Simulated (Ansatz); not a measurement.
Take GaSb in the zinc blende structure (space group F-43m, No. 216; a = 6.2141 Å) as the base.

The values are results of PBE, PAW, 420 eV (Ansatz, a first-principles code; scalar-relativistic without spin-orbit coupling), earlier PAW set, not measurements.

It is then changed as follows: every Ga is replaced by In, then cell and atoms are relaxed.

Measured lattice parameter a: GaSb 6.0959 Å (room temperature; as listed in I. Vurgaftman, J. R. Meyer, L. R. Ram-Mohan, Journal of Applied Physics (2001)); InSb 6.468 Å (static lattice; corrected from measurement; as listed in Daniel Mejia-Rodriguez, S. B. Trickey, Phys. Rev. B (2018)).

Question: How well does PBE reproduce the measured shift?

Answer: With PBE the lattice parameter a moves by +0.421 Å (6.214 → 6.635) against +0.372 Å measured. The two measured values stand on different bases (one corrected, one not), which blurs small differences.

No phonon test of stability was made. All final runs are without spin polarisation.
